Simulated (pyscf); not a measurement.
H₃Si–Cl -> :HSi–Cl [singlet] + H₂, a 1,1-elimination (singlet surface; H–Si, H–Si broken, H–H formed). Structures and frequencies: ωB97X-D3(BJ)/def2-SVP in PySCF. Energies in kcal/mol from the reactant's lowest minimum found.

AM1 to PM7: differences of heats of formation from MOPAC, which are fitted to 298 K values and so differ in kind from electronic energies by zero-point and thermal terms. 

**Question.** Quick AM1 single points give ΔE‡ = 54.2 kcal/mol and ΔE = +47.1 kcal/mol. What does ωB97M-D3(BJ)/def2-TZVP give, and how far is the quick result from it?

**Answer.** ωB97M-D3(BJ)/def2-TZVP gives ΔE‡ = 65.6 kcal/mol and ΔE = +49.5 kcal/mol. AM1 lies 11.4 kcal/mol under it in the barrier and 2.4 kcal/mol under it in the reaction energy, so on this step it does not hold to within 3.0 kcal/mol. ωB97M-D3(BJ)/def2-TZVP has limits of its own. This is the saddle that the search found; another between the same sides may lie lower.
